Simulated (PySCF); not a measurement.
Working out the ionisation energy of B

B [He] 2s2 2p1 (2P) → B+ [He] 2s2 (1S). Calculation: PySCF 2.14, in ANO-RCC-VTZP (4s3p2d1f, 30 functions); scalar relativity by spin-free X2C-1e. Frozen: nothing. Energies in hartree (1 hartree = 27.21139 eV):

```
            part   B (lower)  B+ (upper)
             UHF  -24.539526  -24.244276
CCSD correlation   -0.089931   -0.084459
             (T)   -0.001596   -0.000452
```

What does Hartree-Fock give?

(-24.244276) − (-24.539526) = 0.295250 hartree = 8.034 eV.

What do CCSD and CCSD(T) give?

The CCSD correlation energies differ by 0.005472 hartree = 0.149 eV and the triples by 0.001144 hartree = 0.031 eV, so CCSD gives 8.183 eV and CCSD(T) 8.214 eV.

Measured between the centres of the two terms (NIST): 8.297 eV, so CCSD(T) (valence and next inner shell) is off by -0.083 eV.

The coupled-cluster amplitudes are large, so a single reference is strained.

What remains against the reference includes basis incompleteness and higher excitations.
